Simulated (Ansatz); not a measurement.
Program: Ansatz. Geometries: PBE0-D4/def2-TZVP. ΔE: electronic, gas phase. CCSD(T)/CBS is the MP2 limit (def2-TZVPP, def2-QZVPP) plus CCSD(T) − MP2 in def2-TZVPP, frozen cores. This one scheme is used for every species. Functionals use def2-TZVPP. B3LYP here is the variant with VWN-RPA as its local correlation; programs differ in this. One conformer a species, not always the lowest.

Consider the hydrogenolysis of a C–F bond: `FCC1(F)C=N1` + H₂ → `CC1(F)C=N1` + H–F.

`FCC1(F)C=N1`:

Cartesian coordinates in Å:
```
F 0.343 -1.900 0.635
C -0.037 -0.609 0.937
C 0.336 0.320 -0.168
F 1.681 0.541 -0.208
C -0.419 0.614 -1.337
N -0.499 1.505 -0.452
H -1.119 -0.589 1.083
H 0.469 -0.311 1.859
H -0.754 0.429 -2.349
```

H₂:

```xyz
2

H     0.206   -0.153   -0.271
H    -0.206    0.153    0.271
```

`CC1(F)C=N1`:

```xyz
9

C     0.849    0.034    0.750
C    -0.025    0.123   -0.454
F     0.728    0.245   -1.594
C    -1.367   -0.321   -0.611
N    -1.258    0.926   -0.462
H     1.501   -0.839    0.686
H     1.475    0.926    0.818
H     0.243   -0.041    1.653
H    -2.145   -1.054   -0.785
```

H–F:

```xyz
2

F    -0.055    0.190    0.415
H     0.055   -0.190   -0.415
```

Task: Is it downhill or uphill in electronic energy at CCSD(T)/CBS, and by how much? (Estimate.)

Result: Computed: Downhill: ΔE = -120.2 kJ/mol.

Task: What do these levels give: PBE-D4, PBE0-D4, B3LYP-D4, ωB97X-V, ωB97M-V, B2PLYP, PBE, B3LYP, MP2/def2-TZVPP, CCSD(T)/def2-TZVPP, HF/def2-QZVPP, HF/CBS(def2)? (An estimate is asked.)

Result: The calculation gave: PBE-D4 -106.9, PBE0-D4 -114.0, B3LYP-D4 -107.0, ωB97X-V -106.1, ωB97M-V -109.3, B2PLYP -112.8, PBE -107.9, B3LYP -108.7, MP2/def2-TZVPP -122.9, CCSD(T)/def2-TZVPP -116.1, HF/def2-QZVPP -113.7, HF/CBS(def2) -113.8 kJ/mol.

Largest T1 diagnostic among the species: 0.012.

From PBE to PBE0 (25 % exact exchange), in def2-TZVPP and without D4, ΔE moves by −7.0 kJ/mol.
